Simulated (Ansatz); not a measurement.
Relaxation of CH₅B (7 atoms, charge 0, multiplicity 1), to a largest force component of 0.03 eV/Å in at most 50 steps.

Theory: RKS B3LYP/def2-mTZVP (Ansatz 0.2.0).

```xyz
7
Properties=species:S:1:pos:R:3
B 0.227 0.004 0.331
H 0.040 -0.220 1.479
C 1.742 0.040 -0.086
H 2.130 -0.987 0.005
H 1.960 0.385 -1.098
H 2.332 0.622 0.630
H -0.681 0.156 -0.425
```

Where does it end, and by what steps?

The forces met the threshold. After 4 steps the energy has fallen by 0.022 eV; H2 moved furthest, 0.07 Å.

```csv
step,energy less start (eV),largest force component (eV/Å),accepted
0,0.0000,0.732,yes
1,-0.0195,0.269,yes
2,-0.0217,0.039,yes
3,-0.0216,0.081,no
4,-0.0219,0.010,yes
```

```xyz
7
Properties=species:S:1:pos:R:3
B 0.250 0.000 0.350
H -0.029 -0.218 1.490
C 1.743 0.042 -0.085
H 2.139 -0.983 -0.008
H 1.933 0.389 -1.101
H 2.360 0.620 0.613
H -0.644 0.149 -0.425
```

Whether the end is a true minimum wasn't checked by a vibrational analysis.

Time of the run: 7 s on 1 thread of Arm Neoverse V1, with other jobs on the host, peak memory 0.1 GiB.
